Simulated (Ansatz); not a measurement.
Geometry optimisation, Ansatz, RKS PBE0/def2-SVP.

Input file:

```yaml
crystal:
  periodic: [false, false, false]
  atoms:
    - { symbol: Si, position_ang: [0.0, 0.0, 0.0] }
    - { symbol: H, position_ang: [0.9994, 0.0, 1.3254] }
    - { symbol: H, position_ang: [1.5827, 0.0, 0.5009] }
    - { symbol: Si, position_ang: [-1.0456, 1.8115, -0.7393] }
    - { symbol: H, position_ang: [-2.4302, 1.478, -1.0607] }
    - { symbol: H, position_ang: [-1.0215, 2.8436, 0.2931] }
    - { symbol: H, position_ang: [-0.3743, 2.3069, -1.9374] }
    - { symbol: H, position_ang: [-0.6877, -1.1914, -0.4862] }
basis:
  gaussian: { orbitals: def2-SVP }
hamiltonian:
  xc: pbe0
relax:
  f_tol: 0.15
  max_steps: 25
  restrain:
    - { distance: [1, 2], at: 0.66, k: 30.0 }
    - { distance: [0, 1], at: 2.66, k: 30.0 }
    - { distance: [0, 2], at: 2.66, k: 30.0 }
output:
  orbitals: {}
```

Launched with:

```bash
$ ansatz run input.yaml --threads 1 --pin off --max-ram 2048MiB --backend cpu --events-out ev --progress --plain --runs-dir out
```

**Question.** Where does it end, and by what steps?

**Answer.** The forces met the threshold. The restraints hold the end off the free minimum; the threshold counts their pulls, which the force column leaves out. Restrained pairs: H2–H3 (1.01 → 0.72 Å), Si1–H2 (1.66 → 2.65 Å), Si1–H3 (1.66 → 2.66 Å). After 16 steps the energy has fallen by 0.648 eV (the restraints' own energy left out); Si1 moved furthest, 1.19 Å.

```json
{"step": "0", "energy less start (eV)": "0.0000", "largest force component (eV/Å)": "2.400", "accepted": "yes"}
{"step": "1", "energy less start (eV)": "1.1031", "largest force component (eV/Å)": "3.720", "accepted": "yes"}
{"step": "2", "energy less start (eV)": "1.9622", "largest force component (eV/Å)": "3.787", "accepted": "yes"}
{"step": "3", "energy less start (eV)": "2.0128", "largest force component (eV/Å)": "2.498", "accepted": "yes"}
{"step": "4", "energy less start (eV)": "1.2170", "largest force component (eV/Å)": "2.507", "accepted": "yes"}
{"step": "5", "energy less start (eV)": "0.5057", "largest force component (eV/Å)": "2.470", "accepted": "yes"}
{"step": "6", "energy less start (eV)": "-0.0488", "largest force component (eV/Å)": "1.534", "accepted": "yes"}
{"step": "7", "energy less start (eV)": "-0.3073", "largest force component (eV/Å)": "1.966", "accepted": "yes"}
{"step": "8", "energy less start (eV)": "-0.4667", "largest force component (eV/Å)": "1.317", "accepted": "yes"}
{"step": "9", "energy less start (eV)": "-0.5729", "largest force component (eV/Å)": "1.680", "accepted": "yes"}
{"step": "10", "energy less start (eV)": "-0.6127", "largest force component (eV/Å)": "1.794", "accepted": "yes"}
{"step": "11", "energy less start (eV)": "-0.6326", "largest force component (eV/Å)": "1.702", "accepted": "yes"}
{"step": "12", "energy less start (eV)": "-0.6378", "largest force component (eV/Å)": "1.780", "accepted": "yes"}
{"step": "13", "energy less start (eV)": "-0.6405", "largest force component (eV/Å)": "1.722", "accepted": "yes"}
{"step": "14", "energy less start (eV)": "-0.6305", "largest force component (eV/Å)": "1.794", "accepted": "no"}
{"step": "15", "energy less start (eV)": "-0.6433", "largest force component (eV/Å)": "1.814", "accepted": "yes"}
{"step": "16", "energy less start (eV)": "-0.6481", "largest force component (eV/Å)": "1.713", "accepted": "yes"}
```

```xyz
8
Properties=species:S:1:pos:R:3
Si -1.003 -0.298 0.558
H 1.586 -0.066 1.099
H 1.603 0.205 0.430
Si -1.086 1.765 -0.652
H -2.360 1.642 -1.444
H -1.235 2.958 0.237
H 0.029 2.037 -1.615
H -0.512 -0.995 -0.718
```

Time of the run: 16 s on 1 thread of Intel(R) Xeon(R) 6975P-C (Granite Rapids), with other jobs on the host, peak memory 0.13 GiB.
